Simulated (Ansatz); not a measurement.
Equilibrium lattice constant a of some cubic elemental metals

Method: RPBE (Ansatz, a first-principles code, plane waves, PAW). References are measured values corrected to a static lattice. The table is a random draw of 10 from 24 solids with such references.

Values in Å.

| solid | reference | RPBE | error (%) |
|---|---|---|---|
| bcc Na | 4.214 | 4.289 | +1.78 |
| fcc Ag | 4.062 | 4.211 | +3.67 |
| fcc Ni | 3.508 | 3.553 | +1.28 |
| fcc Pt | 3.913 | 3.993 | +2.04 |
| bcc W | 3.16 | 3.197 | +1.17 |
| fcc Pb | 4.902¶ | 5.107 | +4.18 |
| bcc V | 3.021 | 3.021 | 0.00 |
| bcc Fe | 2.853 | 2.861 | +0.28 |
| bcc K | 5.212¶ | 5.439 | +4.36 |
| fcc Pd | 3.876 | 3.980 | +2.68 |

Over these 10 solids the mean error is +2.14 %, the mean absolute error 2.14 % (median 1.91 %), and the worst case bcc K at +4.36 %; the value is above the reference in 9 of 10 cases. Over all 24, from unrounded values, the mean error is +2.19 % and the mean absolute error 2.19 % (median 1.67 %). Caveats on values not shown: the commensurate order stands in for chromium's spin-density wave, and the size of the moments varies much between levels (1); the cell is over a tenth larger than the published one: the level's own overestimate first of all, though another phase or state, or a fault of the published cell, is possible (1).

All these references are brought to a static lattice.

Spin–orbit coupling is left out, also for the solids with elements from indium on (fcc Pt, bcc W, fcc Pb); its size isn't shown.

¶ marks references of a special kind: fcc Pb, 4.902 Å (measured, low-temperature or extrapolated to 0 K; zero-point anharmonic expansion removed, our sources range from 4.902 to 4.912; as tabulated in Csonka et al. (2009), arXiv:0903.4037); bcc K, 5.212 Å (measured, low-temperature or extrapolated to 0 K; zero-point anharmonic expansion removed; as tabulated in Csonka et al. (2009), arXiv:0903.4037).

Differences are worked out from the printed values.

Ansatz's density-functional and Hartree–Fock values are scalar-relativistic unless marked +SOC, with PAW data made under PBE.

Ansatz's runs of these crystals have no spin polarisation, but for fcc Ni, bcc Fe.

Density-functional runs with spin start from parallel moments for fcc Ni, parallel moments for bcc Fe.

Not in this set, of the elemental metals with a reference value in our tables and a result at some level: 19 for a reference at room or unstated temperature; 1 for no value at RPBE (not run, a failed fit, an unstable or unbound cell, or a value held back for tests). These can be a level's best or worst cases. Solids without a released value at any level aren't counted. Layered and molecular crystals are counted apart. The metals Ce to Yb are counted apart.

References as tabulated in Mejia-Rodriguez and Trickey (2018), arXiv:1807.09216; Csonka et al. (2009), arXiv:0903.4037.
